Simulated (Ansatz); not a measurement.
Results of PBE-D3(BJ) in Ansatz (plane waves, PAW) for α-phase Ga.

Run with plane-wave cutoff 500 eV, 18×18×16 k mesh (along the axes of the cell as run), Fermi–Dirac smearing 0.1 eV, scalar-relativistic PAW data made under PBE.

Computed at the level's own relaxed cell.

**Question.** Estimate the volume per atom, equilibrium lattice constant a, lattice parameter b and lattice parameter c that the calculation returns.

**Answer.** 
* **volume per atom**: 19.39 Å³/atom
* **equilibrium lattice constant a**: 4.508 Å
* **lattice parameter b**: 7.634 Å
* **lattice parameter c**: 4.508 Å

The computed numbers hold no vibrational or temperature effects.

Ansatz is an electronic-structure program.
